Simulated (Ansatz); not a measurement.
Born–Oppenheimer molecular dynamics of CH3Si2 (6 atoms, charge -1, multiplicity 1). It starts from a relaxed structure.

Level of theory: RHF/def2-SVP in Ansatz 0.2.0.

| Item | Value |
| --- | --- |
| ensemble | NVT, Nosé–Hoover chain |
| time step | 0.5 fs |
| steps asked | 250 |
| set temperature | 700 K |
| thermostat | time constant 100 fs, chain length 3 (defaults) |
| seed | 466086 |

First frame:

```xyz
6
Properties=species:S:1:pos:R:3
C -0.986 -0.149 -1.010
Si 0.332 0.150 0.053
Si 2.081 0.634 1.239
H -1.046 -1.036 -1.636
H -1.847 0.512 -1.077
H 1.465 -0.112 2.431
```

(1) How far do the bonds stretch over the last three quarters of this one trajectory? (Pairs bonded in most of those frames.)

## Answers

(1) 
```tsv
bond	mean (Å)	spread (Å)	shortest	longest
C1–Si2	1.723	0.030	1.67	1.77
C1–H4	1.092	0.032	1.04	1.15
C1–H5	1.096	0.049	1.02	1.17
Si2–Si3	2.189	0.059	2.09	2.27
Si3–H6	1.542	0.043	1.47	1.60
```

Mean temperature of the second half: 387 K. The conserved energy stayed within 0.66 meV per atom of its start (net change 0.34 meV per atom), so the integration is sound. The mean temperature of the second half is 45 % below the set value. A run of 0.12 ps of so small a system gives no equilibrium averages. Limits of this set-up: an anion without diffuse functions, the dipole of an ion depends on the origin.

Time of the run: 2.9 min on 1 thread of Intel(R) Xeon(R) Platinum 8259CL CPU @ 2.50GHz (Skylake/Cascade Lake) (shared host), peak memory 0.11 GiB.
